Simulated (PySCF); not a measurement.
Species: C₄H₅N.
Bonds: C1–C2 (aromatic), C2–C3 (aromatic), C3–N4 (aromatic), N4–C5 (aromatic), C1–C5 (aromatic). Hydrogens: H6 on C1; H7 on C2; H8 on C3; H9 on N4; H10 on C5.

A GFN2-xTB structure was refined with PBE/def2-SVPD geometry optimisation, gas phase in PySCF 2.14.0. Its GFN2-xTB values:

```tsv
coordinate	GFN2-xTB
C1–C2	1.409 Å
C1–C5	1.367 Å
C1–H6	1.072 Å
C3–N4	1.359 Å
C3–H8	1.072 Å
N4–H9	1.006 Å
C2–C1–C5	107.2°
C2–C3–N4	108.1°
C3–N4–C5	109.4°
```

Task: How do these coordinates change at the PBE/def2-SVPD level?

Result: 
```tsv
coordinate	PBE/def2-SVPD (Å or °)	change
C1–C5	1.391	+0.024
C1–H6	1.095	+0.023
C3–H8	1.093	+0.021
C1–C2	1.430	+0.021
C3–N4	1.378	+0.019
N4–H9	1.016	+0.010
C3–N4–C5	110.2	+0.8
C2–C3–N4	107.5	-0.6
C2–C1–C5	107.4	+0.2
```

The energy falls by 2.3 kcal/mol over 6 energy and gradient evaluations, the largest force component goes from 0.0155 to 2.0e-05 Eh/bohr, and the atoms move by 0.031 Å rms after alignment. Among the bonds, C2–C3, C1–C5, C1–H6 and C2–H7 change most and about equally (+0.023 to +0.024 Å). Bonds longer at the end by more than 0.005 Å: 10 of 10; shorter: 0. Rotational constants go from 9383, 9122, 4625 to 9045, 8885, 4482 MHz.

The run used 140 basis functions and 40 SCF cycles in all. On one thread, Arm Neoverse V2 (aarch64), no GPU (shared host), this took 25 s wall and 0.47 GiB of memory at its peak.

Whether it is a minimum is left open (no frequencies).
